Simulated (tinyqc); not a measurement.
Ways to converge the cycle: SCF convergence aids in the sto-3g basis, for CO, spin multiplicity 1. Computed by the program tinyqc with PySCF. 

Geometry (angstrom):
```
atom       x       y       z
C     0.0000  0.0000  0.0000
O     0.0000  0.0000  1.0590
```

lowest restricted solution found by these runs and by PySCF = -111.200140 hartree

RHF with one setting changed at a time; a run stops when the energy changes by less than 1e-09 hartree and the error matrix is below 1e-5. The start is the Wolfsberg-Helmholz matrix. Damping d keeps d of the old density; a shift (hartree) raises the virtual levels; DIIS n extrapolates F over n matrices.

Largest element of the error matrix X^T (FDS - SDF) X:
```
iteration    plain  damping 0.3  damping 0.6  shift 0.4   DIIS 3   DIIS 8
1          4.4e-01      4.4e-01      4.4e-01    4.4e-01  4.4e-01  4.4e-01
2          1.3e-01      2.2e-01      3.2e-01    1.8e-01  1.3e-01  1.3e-01
3          2.3e-02      1.0e-01      2.2e-01    6.6e-02  1.6e-02  1.6e-02
4          9.2e-03      4.9e-02      1.6e-01    2.4e-02  7.9e-03  7.9e-03
5          4.2e-03      2.3e-02      1.1e-01    8.7e-03  1.4e-03  1.3e-03
6          2.6e-03      1.1e-02      7.7e-02    3.5e-03  3.5e-04  1.4e-04
8          1.0e-03      2.4e-03      3.8e-02    7.0e-04  1.5e-05  1.4e-07
10         4.5e-04      5.4e-04      1.8e-02    2.0e-04        -        -
14         8.7e-05      4.8e-05      4.3e-03    1.5e-05        -        -
20         7.3e-06            -      5.0e-04          -        -        -
30               -            -      2.0e-05          -        -        -
```

How each run ends:
```
run          iterations  E (hartree)         state
plain                20  -111.200140  lowest found
damping 0.3          19  -111.200140  lowest found
damping 0.6          39  -111.200140  lowest found
shift 0.4            15  -111.200140  lowest found
DIIS 3                9  -111.200140  lowest found
DIIS 8                8  -111.200140  lowest found
```

6 of 6 runs reach the lowest restricted solution found, in 8 to 39 iterations (fastest: DIIS 8). Plain steps already contract here, so damping only slows them. DIIS 3 and DIIS 8 gain by cancelling the error over several earlier matrices, much as a quasi-Newton step does.
